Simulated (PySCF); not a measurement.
# Vibration and rotation of NaF

RHF-CCSD(T) constants of NaF, ¹Σ⁺ (singlet), closed shell (basis Na aug-pcseg-1, F aug-pcseg-1; no relativity; PySCF 2.14; masses 22.9898 and 18.9984 u):

* ωe: 531.4 cm⁻¹
* ωexe: 3.64 cm⁻¹
* Be: 0.4221 cm⁻¹
* αe: 0.00432 cm⁻¹
* D (centrifugal): 1.07e-06 cm⁻¹
* De to Na + F: 4.96 eV

(1) Give the vibrational terms G(v) and spacings up to v = 6.

(2) How well does the Morse estimate ωe²/(4ωexe) reproduce De, and what is D0?

Correlated steps freeze 2 core orbitals. Correlated levels converge slowly with the basis: in double zeta they bind strong bonds too weakly, by up to about 1 eV, and carry superposition errors of some tenths. Where the molecule has an RHF reference, its open-shell atoms are computed with UHF.

Results:

(1) G(v) = ωe(v+½) − ωexe(v+½)².

```
v  G(v) (cm⁻¹)  G(v) − G(v−1)  Bv (cm⁻¹)
0        264.8                    0.4199
1        788.9          524.1     0.4156
2       1305.8          516.8     0.4113
3       1815.3          509.6     0.4070
4       2317.6          502.3     0.4027
5       2812.6          495.0     0.3983
6       3300.3          487.7     0.3940
```

(2) It gives 2.40 eV, 48 % of the computed De. D0 = De − G(0) = 4.96 − 0.03 = 4.93 eV.
